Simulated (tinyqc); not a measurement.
Inside a calculation. Method: extended Hueckel theory, for BH+. The parameters take no account of the charge, which enters only through the electron count. Computed by tinyqc, a small Python program that keeps every step (integrals from PySCF). Settings: charge = 1, K = 1.5, multiplicity = 2. Command: `OMP_NUM_THREADS=1 python tinyqc.py 23082 23083 out.jsonl` (the two numbers bound the seeds that draw the settings). One thread of a shared host (Intel(R) Xeon(R) Processor @ 2.60GHz), about 0.01 s of CPU time with the checks.

## Overlaps

Geometry (angstrom):
```
atom         x         y         z
B     0.000000  0.000000  0.000000
H     0.000000  0.000000  1.062000
```

Parameters chosen for this run:
```
element  shell  Slater exponent   H_ii (eV)
B           2s         1.300000  -15.200000
B           2p         1.300000   -8.500000
H           1s         1.300000  -13.600000
```

Slater orbitals, each expanded in six Gaussians scaled to its exponent.

overlap S:
```
           1B 2s    1B 2px    1B 2py    1B 2pz     2H 1s
1B 2s   1.000000  0.000000  0.000000  0.000000  0.548707
1B 2px  0.000000  1.000000  0.000000  0.000000  0.000000
1B 2py  0.000000  0.000000  1.000000  0.000000  0.000000
1B 2pz  0.000000  0.000000  0.000000  1.000000  0.564418
2H 1s   0.548707  0.000000  0.000000  0.564418  1.000000
```

## Wolfsberg-Helmholz matrix

diagonal H_ii (eV): 1B 2s -15.200000, 1B 2px -8.500000, 1B 2py -8.500000, 1B 2pz -8.500000, 2H 1s -13.600000

K = 1.500000

H_ij = K' S_ij (H_ii + H_jj)/2 for i != j (the diagonal keeps H_ii), with K' = 1.5.

H (eV):
```
             1B 2s     1B 2px     1B 2py     1B 2pz       2H 1s
1B 2s   -15.200000   0.000000   0.000000   0.000000  -11.852077
1B 2px    0.000000  -8.500000   0.000000   0.000000    0.000000
1B 2py    0.000000   0.000000  -8.500000   0.000000    0.000000
1B 2pz    0.000000   0.000000   0.000000  -8.500000   -9.355227
2H 1s   -11.852077   0.000000   0.000000  -9.355227  -13.600000
```

## Orbitals

valence electrons = 3

Solve H C = S C e through S^(-1/2); fill by pairs from the bottom, a degenerate level sharing its electrons equally; each orbital has its largest coefficient positive (the first on a tie).

orbital energies (eV): -17.033180  -10.690339  -8.500000  -8.500000  11.077294

occupations: 2.000000  1.000000  0.000000  0.000000  0.000000

coefficients:
```
              MO1        MO2       MO3        MO4        MO5
1B 2s    0.656505  -0.575698  0.000000   0.000000  -1.014472
1B 2px   0.000000   0.000000  0.999559  -0.029708   0.000000
1B 2py   0.000000   0.000000  0.029708   0.999559   0.000000
1B 2pz  -0.014555   0.657654  0.000000   0.000000  -1.185258
2H 1s    0.480274   0.433697  0.000000   0.000000   1.486735
```

sum of one-electron energies = -44.756699 eV

Within a degenerate level the vectors are fixed only up to a rotation; this is one choice.

## Mulliken analysis

P = C n C^T; charge = valence electrons (B 3, H 1) minus the sum of (P S)_ii on the atom; overlap population = 2 sum P_ij S_ij between two atoms.

charges: 1B 1.011530, 2H -0.011530

Overlap populations:
```
pair     value
2-1   0.724221
```
